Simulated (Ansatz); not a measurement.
Cost and result for the atomization energy of C₆H₅ (`[c]1ccccc1`) radical (11 atoms, 11 bonds).

Z-matrix (Å, degrees):
```
C
C 1 1.395
C 1 1.368 2 116.5
H 1 1.084 2 121.1 3 180.0
C 2 1.388 1 120.2 3 0.0
H 2 1.085 1 119.7 3 180.0
C 3 1.368 1 126.0 2 0.0
C 5 1.388 2 120.7 1 -0.0
H 5 1.084 2 119.7 1 180.0
H 7 1.084 3 122.4 1 180.0
H 8 1.085 5 120.1 2 180.0
```

Total charge 0; spin multiplicity 2. The geometry is a stationary point of PBE0-D4/def2-TZVP. Program: Ansatz. Hardware: A = 2 threads of an AMD EPYC 7R13 on a shared host; B = 2 threads of an AMD EPYC 7R13 on a shared host and a share of an NVIDIA H100 80 GB. Times are those of one run each, without the atoms' runs, and a repeat can differ threefold. Electronic energies, without spin–orbit coupling; frozen cores. CCSD(T)/CBS adds CCSD(T) − MP2 in def2-TZVPP to the MP2 limit, and its time is that of the two runs behind it. T1 = 0.045; ⟨S²⟩ of the reference is 1.32. B3LYP takes the VWN-RPA correlation (the form of Gaussian; ORCA's B3LYP/G). HSE06 is the plane-wave form, built on full-range PBE exchange.

CCSD(T)/CBS is a level of theory with its own doubt, some kJ/mol a heavy atom from the limit and from the frozen cores, so smaller differences don't rank the functionals.

```csv
level,functions,wall time
LDA (SPW92)/def2-TZVPP [A],256,2.9 s
BLYP-D4/def2-TZVPP [A],256,5.5 s
PBE-D4/def2-TZVPP (with forces) [A],256,6.5 s
PBE0-D4/def2-TZVPP [A],256,8 s
B3LYP-D4/def2-TZVPP (with forces) [A],256,9.5 s
HSE06-D4/def2-TZVPP [A],256,10 s
MP2/def2-QZVPP [B],492,12 s
CCSD(T)/def2-SVP [B],109,13 s
r2SCANh-D4/def2-TZVPP [A],256,15 s
PBE-QIDH/def2-TZVPP [A],256,19 s
ωB97M-V/def2-TZVPP (with forces) [A],256,23 s
CCSD(T)/def2-TZVPP [B],256,24 s
CCSD(T)/CBS(def2),–,36 s
```

(1) What atomization energy does each give, and how far from CCSD(T)/CBS? (Estimate.)

## Answers

(1) Computed: 
| level | atomization (kJ/mol) | difference from CCSD(T)/CBS | per bond |
| --- | --- | --- | --- |
| LDA (SPW92)/def2-TZVPP [A] | 6057.3 | 863.5 | 78.5 |
| BLYP-D4/def2-TZVPP [A] | 5256.9 | 63.1 | 5.7 |
| PBE-D4/def2-TZVPP (with forces) [A] | 5447.3 | 253.5 | 23.0 |
| PBE0-D4/def2-TZVPP [A] | 5338.5 | 144.7 | 13.2 |
| B3LYP-D4/def2-TZVPP (with forces) [A] | 5249.2 | 55.4 | 5.0 |
| HSE06-D4/def2-TZVPP [A] | 5343.1 | 149.3 | 13.6 |
| MP2/def2-QZVPP [B] | 5209.6 | 15.8 | 1.4 |
| CCSD(T)/def2-SVP [B] | 5029.8 | -164.0 | -14.9 |
| r2SCANh-D4/def2-TZVPP [A] | 5259.6 | 65.8 | 6.0 |
| PBE-QIDH/def2-TZVPP [A] | 5263.5 | 69.7 | 6.3 |
| ωB97M-V/def2-TZVPP (with forces) [A] | 5237.7 | 43.9 | 4.0 |
| CCSD(T)/def2-TZVPP [B] | 5075.7 | -118.1 | -10.7 |
| CCSD(T)/CBS(def2) | 5193.8 | 0.0 | 0.0 |

From BLYP to BHLYP (50 % exact exchange), in def2-TZVPP and without D4, the atomization energy moves by −146.5 kJ/mol: exact exchange takes away binding that semilocal exchange gives to molecules. In def2-TZVPP, CCSD(T) changes the Hartree–Fock value by +1162.2 kJ/mol (the triples alone add +100.1 kJ/mol) and MP2 by +1226.8 kJ/mol; breaking electron pairs costs correlation energy, which Hartree–Fock lacks. Leaving LDA and LC-ωPBE aside and taking each functional with its dispersion term where it has one, the values, not all of them listed here, spread over 366.9 kJ/mol, from BHLYP-D4 to PBE-D4. LDA lies +636.5 kJ/mol from PBE without D4, its usual overbinding.
